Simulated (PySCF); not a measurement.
Compound: 2-methyl-3-oxopropanenitrile, C4H5NO.
Cartesian coordinates in Å at the PBE0-D3(BJ)/def2-SVP level; atoms count from 1:
```
atom  x, y, z in Å
C1    -1.017   -1.047   -0.410
C2    -0.286    0.191    0.129
C3    -0.537    1.369   -0.696
N4    -0.709    2.297   -1.365
C5     1.212   -0.104    0.195
O6     1.750   -0.488    1.192
H7    -0.650   -1.318   -1.411
H8    -2.096   -0.854   -0.482
H9    -0.852   -1.895    0.269
H10   -0.614    0.401    1.160
H11    1.763    0.021   -0.772
```

The closed-shell ground state was solved at several levels (PySCF, density fitting, gas phase, non-relativistic).

```json
{"level": "KT2/pcSseg-2", "basis functions": "286", "HOMO (eV)": "-6.86", "LUMO (eV)": "-2.79", "gap (eV)": "4.07", "dipole (D)": "2.81"}
{"level": "B3LYP/pcJ-1", "basis functions": "212", "HOMO (eV)": "-7.97", "LUMO (eV)": "-1.83", "gap (eV)": "6.14", "dipole (D)": "2.76"}
{"level": "PBE0/pcSseg-1", "basis functions": "127", "HOMO (eV)": "-8.21", "LUMO (eV)": "-1.57", "gap (eV)": "6.64", "dipole (D)": "2.78"}
```

**Question.** Estimate the row for CAM-B3LYP/def2-SVPD, a basis of 163 functions; the other rows only guide the guess.

**Answer.** HOMO -9.76 eV, LUMO -0.51 eV, gap 9.25 eV, dipole 2.81 D.

**Question.** Over all these levels, which gives the widest orbital gap and which the narrowest?

**Answer.** CAM-B3LYP/def2-SVPD (range-separated hybrid) has the widest, 9.25 eV, and KT2/pcSseg-2 (GGA) the narrowest, 4.07 eV. Functional and basis both differ between the two, so the spread mixes both effects.

**Question.** How far do the dipole and the HOMO energy spread over the levels?

**Answer.** The dipole runs from 2.76 to 2.81 D (mean 2.79 D) and the HOMO from -9.76 to -6.86 eV.

One conformer stands for the species.
